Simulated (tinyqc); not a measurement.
Stretching all distances: RHF, UHF, MP2, CISD and CCSD against full CI in the sto-6g basis, for LiH, spin multiplicity 1. Computed by the program tinyqc with PySCF. All coordinates are multiplied by the scale. c0^2 is the weight of the RHF determinant in the lowest singlet FCI state (UHF is spin-contaminated and may lie near states of higher spin) and n(LUMO) the first natural occupation beyond the occupied space.

Geometry (angstrom):
```
atom       x       y       z
Li    0.0000  0.0000  0.0000
H     0.0000  0.0000  1.5260
```

Full CI energy (hartree) and errors against it (kcal/mol):
```
scale  distance 1-2 (angstrom)    E(FCI)      RHF     UHF     MP2   CISD      CCSD  <S^2> UHF   c0^2  n(LUMO)
0.870                    1.328  -7.96283   10.902  10.902   3.728  0.006  4.63e-03      0.000  0.981    0.030
1.220                    1.862  -7.96034   16.325  16.325   6.555  0.011     0.009      0.000  0.961    0.066
1.580                    2.411  -7.91878   29.913  17.785  13.997  0.024     0.020      0.693  0.886    0.189
1.930                    2.945  -7.88943   52.370   7.597  25.956  0.051     0.046      0.919  0.735    0.438
2.640                    4.029  -7.87298  100.537   0.887  34.532  0.087     0.076      0.993  0.552    0.832
2.990                    4.563  -7.87177  115.429   0.394  23.335  0.091     0.080      0.998  0.526    0.911
```

Estimate the missing row, scale = 2.28.

Computed row:
```
scale  distance 1-2 (angstrom)    E(FCI)     RHF    UHF     MP2   CISD   CCSD  <S^2> UHF   c0^2  n(LUMO)
2.280                    3.479  -7.87711  78.418  2.580  35.512  0.075  0.067      0.976  0.611    0.682
```

UHF parts from RHF first at scale 1.58 of those listed, where <S^2> leaves zero. The weight c0^2 goes from 0.98 to 0.53 and n(LUMO) from 0.03 to 0.91: static correlation grows as the bonds break into open-shell fragments. The spread of the error along the curve, which distorts its shape, is CCSD 0.1, CISD 0.1, UHF 17.4, MP2 31.8, RHF 104.5 kcal/mol.
